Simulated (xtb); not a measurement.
C2H7N, quintet, at a GFN2-xTB geometry of the parent state (a higher spin typed on purpose: for a closed-shell molecule this is an excited state); GFN1-xTB in xtb 6.7.1.

Here is a job for xtb.
```
$ xtb mol.xyz --gfn 1 --chrg 0 --uhf 4 --json

# file mol.xyz
10

C      1.21347580    -0.33489211    -0.00053948
C     -0.01511352     0.57959694    -0.00065065
N     -1.29044637    -0.11469946     0.00111158
H      2.12582993     0.25587901    -0.00190763
H      1.21478843    -0.97056086     0.88382899
H      1.21344556    -0.97257980    -0.88345425
H      0.00625613     1.22117055    -0.88594093
H      0.00760037     1.22319154     0.88313798
H     -1.36186295    -0.71028181     0.82013011
H     -1.36310650    -0.71215141    -0.81643455
```

Output, abridged:

```
   ID    Z sym.   atoms
    1    6 C      1, 2
    2    7 N      3
    3    1 H      4-10

           -------------------------------------------------
          |                Calculation Setup                |
           -------------------------------------------------

           -------------------------------------------------
          |                 G F N 1 - x T B                 |
           -------------------------------------------------

          ...................................................
          :                      SETUP                      :
          :.................................................:
          :  # basis functions                  26          :
          :  # atomic orbitals                  26          :
          :  # shells                           20          :
          :  # electrons                        20          :
          :  # halogen bonds                     0          :
          :  max. iterations                   250          :
          :  Hamiltonian                  GFN1-xTB          :
          :  restarted?                      false          :
          :  GBSA solvation                  false          :
          :  PC potential                    false          :
          :  electronic temp.          300.0000000     K    :
          :  accuracy                    1.0000000          :
          :  -> integral cutoff          0.2500000E+02      :
          :  -> integral neglect         0.1000000E-07      :
          :  -> SCF convergence          0.1000000E-05 Eh   :
          :  -> wf. convergence          0.2000000E-04 e    :
          :  Broyden damping             0.4000000          :
          :  net charge                          0          :
          :  unpaired electrons                  4          :
          ...................................................

 iter      E             dE          RMSdq      gap      omega  full diag
   1    -10.4558151 -0.104558E+02  0.664E+00    0.41       0.0  T
   2     -9.9504253  0.505390E+00  0.575E+00    0.12       1.0  T
   3    -10.2928795 -0.342454E+00  0.436E+00    0.10       1.0  T
   4    -10.6014946 -0.308615E+00  0.172E+00    0.45       1.0  T
   5    -10.5925915  0.890304E-02  0.166E+00    0.41       1.0  T
   6    -10.6103927 -0.178012E-01  0.136E+00    0.22       1.0  T
   7    -10.6590386 -0.486459E-01  0.472E-01    0.20       1.0  T
   8    -10.6643677 -0.532909E-02  0.314E-01    0.09       1.0  T
   9    -10.6655415 -0.117377E-02  0.186E-01    0.13       1.0  T
  10    -10.6659929 -0.451447E-03  0.140E-01    0.13       1.0  T
  11    -10.6662444 -0.251461E-03  0.120E-01    0.14       1.0  T
  12    -10.6667789 -0.534519E-03  0.347E-02    0.12       1.0  T
  13    -10.6667717  0.719943E-05  0.316E-02    0.12       1.0  T
  14    -10.6667977 -0.259746E-04  0.175E-02    0.12       1.8  T
  15    -10.6668094 -0.117196E-04  0.794E-04    0.12      39.9  T
  16    -10.6668093  0.263886E-07  0.129E-03    0.12      24.4  T
  17    -10.6668094 -0.473679E-07  0.449E-04    0.12      70.5  T
  18    -10.6668094 -0.554199E-08  0.190E-05    0.12    1662.7  T
  19    -10.6668094 -0.706635E-11  0.105E-05    0.12    3017.8  T

   *** convergence criteria satisfied after 19 iterations ***

         :::::::::::::::::::::::::::::::::::::::::::::::::::::
         ::                     SUMMARY                     ::
         :::::::::::::::::::::::::::::::::::::::::::::::::::::
         :: total energy             -10.528306843816 Eh    ::
         :: gradient norm              0.087153541165 Eh/a0 ::
         :: HOMO-LUMO gap              0.118867375686 eV    ::
         ::.................................................::
         :: SCC energy               -10.666809399430 Eh    ::
         :: -> electrostatic           0.007350018039 Eh    ::
         :: repulsion energy           0.140725818000 Eh    ::
         :: dispersion energy         -0.002223262387 Eh    ::
[...]
         4        2.0000           -0.6129628             -16.6796
         5        2.0000           -0.5741761             -15.6241
         6        2.0000           -0.5529839             -15.0475
         7        2.0000           -0.5474854             -14.8978
         8        1.9987           -0.5090605             -13.8522
         9        1.0013           -0.4964373             -13.5087
        10        1.0000           -0.4690097             -12.7624
        11        1.0000           -0.1316628              -3.5827
        12        0.9088           -0.1202967              -3.2734 (HOMO)
        13        0.0912           -0.1159284              -3.1546 (LUMO)
        14                         -0.0985296              -2.6811
        15                         -0.0503983              -1.3714
        16                         -0.0465466              -1.2666
        17                         -0.0456741              -1.2429
        18                          0.0332112               0.9037
        19                          0.0908643               2.4725
        20                          0.1901016               5.1729
        21                          0.2343431               6.3768
        22                          0.2738683               7.4523
        23                          0.3129604               8.5161
       ...                                ...                  ...
        26                          0.5069565              13.7950
      -------------------------------------------------------------
                  HL-Gap            0.0043683 Eh            0.1189 eV
             Fermi-level           -0.3104307 Eh           -8.4473 eV

  Mulliken/CM5 charges         n(s)   n(p)   n(d)
     1C     0.08825 -0.05999   1.119  2.793  0.000
     2C     0.19981  0.14263   1.094  2.706  0.000
     3N    -0.10014 -0.55550   1.528  3.572  0.000
     4H    -0.09042 -0.03848   1.090  0.000  0.000
     5H    -0.04434  0.00910   1.044  0.000  0.000
     6H    -0.04434  0.00910   1.044  0.000  0.000
     7H    -0.04392  0.02042   1.044  0.000  0.000
     8H    -0.04392  0.02042   1.044  0.000  0.000
     9H     0.03951  0.22615   0.960  0.000  0.000
    10H     0.03951  0.22615   0.960  0.000  0.000

Wiberg/Mayer (AO) data.
largest (>0.10) Wiberg bond orders for each atom

 ---------------------------------------------------------------------------
     #   Z sym  total        # sym  WBO       # sym  WBO       # sym  WBO
 ---------------------------------------------------------------------------
     1   6 C    3.810 --     2 C    0.987     4 H    0.935     5 H    0.782
                             6 H    0.782     3 N    0.155
     2   6 C    3.854 --     3 N    1.153     1 C    0.987     7 H    0.769
                             8 H    0.769
     3   7 N    3.114 --     2 C    1.153    10 H    0.846     9 H    0.846
                             1 C    0.155
     4   1 H    1.251 --     1 C    0.935
     5   1 H    1.261 --     1 C    0.782     6 H    0.175
     6   1 H    1.261 --     1 C    0.782     5 H    0.175
     7   1 H    1.239 --     2 C    0.769     8 H    0.178
     8   1 H    1.239 --     2 C    0.769     7 H    0.178
     9   1 H    1.252 --     3 N    0.846    10 H    0.175
    10   1 H    1.252 --     3 N    0.846     9 H    0.175
 ---------------------------------------------------------------------------

Topologies differ in total number of bonds
Writing topology from bond orders to xtbtopo.mol

 dipole moment from electron density (au)
     X       Y       Z
  -0.4589  -0.1292   0.0005  total (Debye):    1.212

           -------------------------------------------------
          | TOTAL ENERGY              -10.528306843816 Eh   |
          | GRADIENT NORM               0.087153541165 Eh/α |
          | HOMO-LUMO GAP               0.118867375686 eV   |
           -------------------------------------------------

normal termination of xtb
```
